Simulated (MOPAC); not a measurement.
MOPAC input (PM7):

```
PM7 PRECISE GNORM=0.05 LET XYZ CHARGE=-1 GEO-OK AUX(PRECISION=9) THREADS=1
C5H4N

N    -0.01145875 1   -0.00903780 1    1.39223881 1
C     0.01263897 1    0.00996867 1   -1.53563569 1
C    -0.00474267 1    1.12265867 1    0.67570418 1
C    -0.00625950 1   -1.13133635 1    0.66105976 1
C     0.00517208 1   -1.15387594 1   -0.73066420 1
C     0.00673140 1    1.16326450 1   -0.71560952 1
H    -0.00886093 1    2.04844858 1    1.25811413 1
H    -0.01162882 1   -2.06460934 1    1.23139120 1
H     0.00828127 1   -2.14459563 1   -1.19613558 1
H     0.01117802 1    2.15994364 1   -1.16816858 1
```

Task: What heat of formation does the run end on?

Result: 51.33 kcal/mol.
